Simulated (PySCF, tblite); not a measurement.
# C4H2O2: excited states

What do calculations give for the excited states of C4H2O2 (`O=Cc1cc1=O`)?

Computed with tblite 0.8.0 and PySCF 2.14.0 and routines of our own; the level stands in each step. Atoms count from 0.

## 1. The system as given

8 atoms, charge 0, multiplicity 1; geometry from: force field or distance geometry start.

## 2. Geometry optimisation with GFN2-xTB

Job settings and geometry (Å):

```
{"job": {"kind": "relax", "xc": "GFN2-xTB", "basis": "xTB"}, "charge": 0, "multiplicity": 1}
O      2.139400    -1.067900     0.155600
C      1.507200     0.035600    -0.029400
C      0.075600    -0.028200     0.005100
C     -1.152900    -0.673600     0.112000
C     -1.115800     0.685900    -0.098700
O     -1.814800     1.722200    -0.274200
H      2.103300     0.910400    -0.173400
H     -1.733000    -1.575000     0.278400
```

Launch:

```bash
$ OMP_NUM_THREADS=1 python excited_run.py task.json out
```

The driver reads the jobs from task.json and runs them one after another.

Log:

```text
step      E/eV     max force
  0    -477.56353    8.054
  1    -477.24696   16.047
  2    -478.11437    3.389
  3    -478.15996    2.524
  4    -478.21468    0.572
  5    -478.23765    0.628
  6    -478.25937    0.698
  7    -478.26957    0.402
  8    -478.27498    0.292
  9    -478.28024    0.353
 10    -478.28558    0.265
 11    -478.28749    0.117
 12    -478.28857    0.120
 13    -478.28955    0.150
 14    -478.29050    0.140
 15    -478.29096    0.059
 16    -478.29116    0.057
 17    -478.29133    0.062
 18    -478.29166    0.116
 19    -478.29222    0.154
 20    -478.29297    0.148
 21    -478.29359    0.087
 22    -478.29383    0.028
 23    -478.29390    0.020
 24    -478.29391    0.011
 25    -478.29391    0.004
```

It took 0.13 s on 1 thread of Arm Neoverse N1, shared host.

The steps of the relaxation: (the energy doesn't fall at every step)

```
step  energy from step 0 (eV)  largest force (eV/Å)
   0                   0.0000                8.0536
   1                   0.3166               16.0474
   2                  -0.5508                3.3889
   3                  -0.5964                2.5245
   4                  -0.6511                0.5719
   5                  -0.6741                0.6283
   6                  -0.6958                0.6976
   7                  -0.7060                0.4018
   8                  -0.7115                0.2916
   9                  -0.7167                0.3530
  10                  -0.7220                0.2648
  11                  -0.7240                0.1172
  12                  -0.7250                0.1200
  13                  -0.7260                0.1502
  14                  -0.7270                0.1404
  15                  -0.7274                0.0586
  16                  -0.7276                0.0569
  17                  -0.7278                0.0620
  18                  -0.7281                0.1161
  19                  -0.7287                0.1542
  20                  -0.7294                0.1481
  21                  -0.7301                0.0871
  22                  -0.7303                0.0278
  23                  -0.7304                0.0203
  24                  -0.7304                0.0108
  25                  -0.7304                0.0045
```

Close pairs (by a distance rule), those that changed most:

```
 bond  before (Å)  after (Å)  change (Å)
O0–C1       1.285      1.200      -0.085
C4–O5       1.262      1.187      -0.075
C3–C4       1.376      1.437      +0.060
C2–C4       1.393      1.437      +0.044
C1–H6       1.068      1.105      +0.036
C2–C3       1.392      1.359      -0.033
C1–C2       1.433      1.464      +0.031
C3–H7       1.085      1.068      -0.017
```

The end geometry stands in the next job.

## 3. Harmonic vibrations with GFN2-xTB

Job settings and geometry (Å):

```
{"job": {"kind": "ir", "xc": "GFN2-xTB", "basis": "xTB"}, "charge": 0, "multiplicity": 1}
O      2.089032    -1.107002     0.160562
C      1.505755    -0.071272    -0.005768
C      0.046430     0.046658    -0.011013
C     -1.112680    -0.651929     0.116141
C     -1.194028     0.763168    -0.117981
O     -1.817715     1.760941    -0.276807
H      2.032340     0.885704    -0.170082
H     -1.540076    -1.616855     0.280382
```

Log:

```text
mode    cm-1     km/mol
  1    -132.5     31.05
  2     160.7     15.67
  3     220.6      0.22
  4     400.9      0.89
  5     510.1     11.39
  6     564.7     25.85
  7     747.0     30.92
  8     765.4     15.00
  9     890.9     74.14
 10     911.7      0.61
 11    1008.5      1.00
 12    1107.7      2.89
 13    1352.7     21.20
 14    1641.8     32.09
 15    1740.1    245.60
 16    2071.6    920.34
 17    2809.1     77.13
 18    3166.1      1.09
```

Run time: 0.19 s. Hardware: 1 thread of Arm Neoverse N1, shared host.

Which atoms move in the most intense modes:

```
cm⁻¹  km/mol                               atoms
-132    31.1           O0 32 %, H6 26 %, C1 24 %
 565    25.9                    C4 63 %, O5 13 %
 747    30.9                    H7 61 %, C3 27 %
 891    74.1  C1 34 %, H7 27 %, C2 14 %, C3 10 %
1642    32.1                    C2 58 %, C3 29 %
1740   245.6                    C1 57 %, O0 42 %
2072   920.3                    C4 68 %, O5 22 %
2809    77.1                             H6 94 %
```

## 4. Optimising the geometry at PBE0-D3(BJ)/def2-SVP

The job, as its differences from that of step 3:

```diff
@@ -1,2 +1,2 @@
-{"job": {"kind": "ir", "xc": "GFN2-xTB", "basis": "xTB"}, "charge": 0, "multiplicity": 1}
+{"job": {"xc": "PBE0", "basis": "def2-SVP", "d3": "d3bj", "grid": 1, "kind": "geom"}, "charge": 0, "multiplicity": 1}
 O      2.089032    -1.107002     0.160562
```

Log:

```text
step   0  E = -303.40091014  max force = 0.020827
step   1  E = -303.40204908  max force = 0.003245
step   2  E = -303.40208396  max force = 0.001223
step   3  E = -303.40210024  max force = 0.001798
step   4  E = -303.40210130  max force = 0.001535
step   5  E = -303.40211679  max force = 0.000382
step   6  E = -303.40211980  max force = 0.000527
step   7  E = -303.40212278  max force = 0.000580
step   8  E = -303.40212554  max force = 0.000487
step   9  E = -303.40212886  max force = 0.000320
optimisation converged
```

Wall time 31 s (1 thread of Arm Neoverse N1, shared host).

The steps of the relaxation:

```
step  energy from step 0 (eV)  largest force component (eV/Å)
   0                   0.0000                          1.0710
   1                  -0.0310                          0.1669
   2                  -0.0319                          0.0629
   3                  -0.0324                          0.0925
   4                  -0.0324                          0.0789
   5                  -0.0328                          0.0196
   6                  -0.0329                          0.0271
   7                  -0.0330                          0.0298
   8                  -0.0331                          0.0250
   9                  -0.0332                          0.0165
```

Distances of close pairs at the start and the end, largest changes first:

```
 bond  before (Å)  after (Å)  change (Å)
C3–H7       1.068      1.093      +0.025
C1–C2       1.464      1.485      +0.020
C2–C3       1.359      1.349      -0.010
C1–H6       1.105      1.114      +0.009
C4–O5       1.187      1.195      +0.008
C2–C4       1.437      1.438      +0.001
O0–C1       1.200      1.201      +0.001
C3–C4       1.437      1.436      -0.001
```

The final coordinates are the input of the step that follows.

```
                         at the end point                 value
  point group (found at 0.08 Å tolerance)                    C1
rotational constants (GHz, main isotopes)  14.505, 2.101, 1.841
                        dipole moment (D)                  1.70
```

## 5. Excited states: TDA wB97X-D/def2-SVP

Job settings and geometry (Å):

```
{"job": {"kind": "states", "xc": "wB97X-D", "basis": "def2-SVP", "tda": true, "soc": true, "nstates": 5, "ntriplets": 6, "nquad": 4}, "charge": 0, "multiplicity": 1}
O      2.020910    -1.045477     0.559426
C      1.508059    -0.046622     0.132626
C      0.035511     0.079722    -0.007500
C     -1.095590    -0.655515    -0.001710
C     -1.214771     0.760737    -0.206285
O     -1.861257     1.748094    -0.394481
H      2.098538     0.847413    -0.172453
H     -1.482080    -1.674792     0.074289
```

Method: TDA wB97X-D/def2-SVP excited states, vertical, gas phase, spin-orbit mean-field couplings.

Log:

```text
coarse grid: 7760 points
cycle   1  E = -303.2845550584  dE =  1.474e+00  |g| = 1.144e+00  |ddm| = 3.388e+00
cycle   2  E = -302.8110115951  dE =  4.735e-01  |g| = 1.995e+00  |ddm| = 3.377e+00
cycle   3  E = -303.5679372301  dE = -7.569e-01  |g| = 7.385e-02  |ddm| = 2.110e+00
cycle   4  E = -303.5688058731  dE = -8.686e-04  |g| = 5.286e-02  |ddm| = 1.328e-01
cycle   5  E = -303.5694219383  dE = -6.161e-04  |g| = 1.708e-02  |ddm| = 6.207e-02
cycle   6  E = -303.5694838233  dE = -6.189e-05  |g| = 5.951e-03  |ddm| = 2.439e-02
cycle   7  E = -303.5694931497  dE = -9.326e-06  |g| = 2.443e-03  |ddm| = 1.307e-02
final grid: 77992 points
cycle   8  E = -303.6257815941  dE = -6.187e-05  |g| = 5.036e-03  |ddm| = 4.652e-02
cycle   9  E = -303.6257797182  dE =  1.876e-06  |g| = 6.407e-03  |ddm| = 1.581e-02
cycle  10  E = -303.6257878146  dE = -8.096e-06  |g| = 6.346e-04  |ddm| = 6.232e-03
cycle  11  E = -303.6257879381  dE = -1.235e-07  |g| = 4.321e-04  |ddm| = 2.100e-03
cycle  12  E = -303.6257879940  dE = -5.589e-08  |g| = 8.285e-05  |ddm| = 6.498e-04
cycle  13  E = -303.6257880009  dE = -6.926e-09  |g| = 4.873e-05  |ddm| = 3.181e-04
cycle  14  E = -303.6257880029  dE = -1.935e-09  |g| = 2.735e-05  |ddm| = 1.406e-04
cycle  15  E = -303.6257880035  dE = -5.690e-10  |g| = 1.138e-05  |ddm| = 7.429e-05
converged SCF energy = -303.6257880035

Singlet excitations
state   eV       nm        f     d(h-e)  d(exc)  Lambda  PR(NTO)  |dmu|/D   mu/D   main configurations
  1   2.9684   417.7   0.00131   0.670   2.718   0.473   1.044    1.679    0.834   H->L 0.85, H-1->L 0.11
  2   4.0908   303.1   0.00124   0.434   2.547   0.535   1.126    1.028    0.757   H-1->L 0.74, H->L 0.12
  3   5.5135   224.9   0.00128   0.501   2.293   0.525   1.079    1.114    0.734   H->L+1 0.81, H->L+2 0.12
  4   5.8481   212.0   0.17766   1.748   2.987   0.633   1.162    4.201    3.027   H-2->L 0.84
  5   6.6274   187.1   0.00588   0.682   2.360   0.518   1.115                     H-3->L 0.84

Triplet excitations (Tamm-Dancoff)
state   eV     d(h-e)  d(exc)  Lambda  PR(NTO)   main configurations
  1   2.5224   0.326   2.569   0.481   1.067   H->L 0.75, H-1->L 0.19
  2   3.5658   0.676   2.552   0.522   1.182   H-1->L 0.68, H->L 0.20
  3   3.9353   0.835   2.543   0.653   1.055   H-2->L 0.85
  4   5.0947   0.495   2.239   0.522   1.049   H->L+1 0.78, H->L+2 0.14
  5   5.8142   0.283   2.023   0.687   1.331   H-4->L 0.39, H-3->L 0.22, H-6->L 0.18
  6   6.3022   0.441   2.250   0.552   1.307   H-3->L 0.60, H-4->L 0.14
S1 - T1 = 0.4460 eV

Spin-orbit couplings |<S|Hso|T>| (cm-1)
             T1       T2       T3       T4       T5       T6
S0       31.937   42.996    6.941   41.719   11.821   29.362
S1        1.035   11.009   29.534    3.110   16.302   22.491
S2        9.565    0.737    5.030    0.599   34.827    9.273
S3        3.633    2.092    0.450    0.526    5.799    7.711
S4       29.477   17.381    2.665    3.695    4.092    7.672
S5       20.700   11.645    7.626    1.521    9.756    3.507
T1 sublevels (cm-1): 0.000 0.004 0.112   radiative rates (1/s): 0.784 10.4 338
```

It took 11 s on 1 thread of Arm Neoverse N1, shared host.

From this job:

```
  quantity    value
S1 less T1  0.45 eV
```

## 6. Excited states: TDDFT B3LYP/def2-SVPD

The job, as its differences from that of step 5:

```diff
@@ -1,2 +1,2 @@
-{"job": {"kind": "states", "xc": "wB97X-D", "basis": "def2-SVP", "tda": true, "soc": true, "nstates": 5, "ntriplets": 6, "nquad": 4}, "charge": 0, "multiplicity": 1}
+{"job": {"kind": "states", "xc": "B3LYP", "basis": "def2-SVPD", "tpa": true, "nstates": 6, "nquad": 5, "ntriplets": 0}, "charge": 0, "multiplicity": 1}
 O      2.020910    -1.045477     0.559426
```

Method: TDDFT B3LYP/def2-SVPD excited states, vertical, gas phase, two-photon moments by quadratic response.

Log:

```text
coarse grid: 7760 points
cycle   1  E = -303.4531021050  dE =  1.298e+00  |g| = 1.060e+00  |ddm| = 4.683e+00
cycle   2  E = -301.0504113828  dE =  2.403e+00  |g| = 3.226e+00  |ddm| = 4.259e+00
cycle   3  E = -303.6017239715  dE = -2.551e+00  |g| = 6.057e-01  |ddm| = 3.549e+00
cycle   4  E = -303.6743202558  dE = -7.260e-02  |g| = 2.581e-01  |ddm| = 9.731e-01
cycle   5  E = -303.6848483138  dE = -1.053e-02  |g| = 1.044e-01  |ddm| = 3.135e-01
cycle   6  E = -303.6871253287  dE = -2.277e-03  |g| = 2.045e-02  |ddm| = 1.529e-01
cycle   7  E = -303.6872008075  dE = -7.548e-05  |g| = 7.831e-03  |ddm| = 3.457e-02
cycle   8  E = -303.6872158485  dE = -1.504e-05  |g| = 2.750e-03  |ddm| = 1.637e-02
cycle   9  E = -303.6872175948  dE = -1.746e-06  |g| = 1.163e-03  |ddm| = 5.857e-03
final grid: 77992 points
cycle  10  E = -303.7546789552  dE = -1.404e-05  |g| = 4.870e-03  |ddm| = 7.256e-02
cycle  11  E = -303.7546599406  dE =  1.901e-05  |g| = 1.080e-02  |ddm| = 1.766e-02
cycle  12  E = -303.7546840364  dE = -2.410e-05  |g| = 8.519e-04  |ddm| = 1.145e-02
cycle  13  E = -303.7546841983  dE = -1.620e-07  |g| = 1.686e-04  |ddm| = 1.495e-03
cycle  14  E = -303.7546842029  dE = -4.582e-09  |g| = 9.306e-05  |ddm| = 3.480e-04
cycle  15  E = -303.7546842049  dE = -1.933e-09  |g| = 2.690e-05  |ddm| = 1.535e-04
cycle  16  E = -303.7546842050  dE = -1.626e-10  |g| = 7.876e-06  |ddm| = 4.047e-05
converged SCF energy = -303.7546842050

Singlet excitations
state   eV       nm        f     d(h-e)  d(exc)  Lambda  PR(NTO)  |dmu|/D   mu/D   delta(TPA)   sigma/GM   main configurations
  1   2.5198   492.0   0.00104   1.409   3.061   0.458   1.010    3.446    2.290       17.91      0.042   H->L 0.97
  2   3.6940   335.6   0.00076   0.305   2.646   0.511   1.023    0.840    1.939       32.06      0.160   H-1->L 0.94
  3   5.0019   247.9   0.11061   1.999   3.177   0.621   1.226    4.654    3.438      690.62      6.330   H-2->L 0.91
  4   5.2055   238.2   0.01098   0.730   2.616   0.520   1.114    1.697    0.400      210.67      2.091   H->L+1 0.88
  5   6.2645   197.9   0.00337   1.003   2.612   0.515   1.041    2.791    2.040        3.99      0.057   H-3->L 0.94
  6   6.4451   192.4   0.00020   1.017   3.447   0.348   1.082                                            H->L+2 0.77, H->L+4 0.13
```

Run time: 20 s. Hardware: 1 thread of Arm Neoverse N1, shared host.

## 7. What came out

| quantity | value |
| --- | --- |
| strongest single infrared mode (GFN2-xTB) | 2072 cm⁻¹, 920 km/mol |
| zero-point energy (GFN2-xTB) | 28.7 kcal/mol |
| point group | C1 |
| rotational constants (main isotopes) | 14.51, 2.10, 1.84 GHz |
| S1 less T1 (step 5, TDA wB97X-D/def2-SVP) | 0.45 eV |

In words: The lowest mode is imaginary (132i cm⁻¹), so the xTB geometry is not a minimum. The strongest single mode, at 2072 cm⁻¹, moves mainly C4. GFN2-xTB is a fitted tight-binding method: band positions and strengths are rough. Its intensities can rank the bands wrongly. Relaxing lowered the energy by 0.033 eV in 9 steps; the close pair that moved most is C3–H7, from 1.068 to 1.093 Å (PBE0/def2-SVP). In step 5, the number of triplets below S1 is 1, and the largest singlet-triplet spin-orbit coupling is S0–T2, 43.00 cm⁻¹.
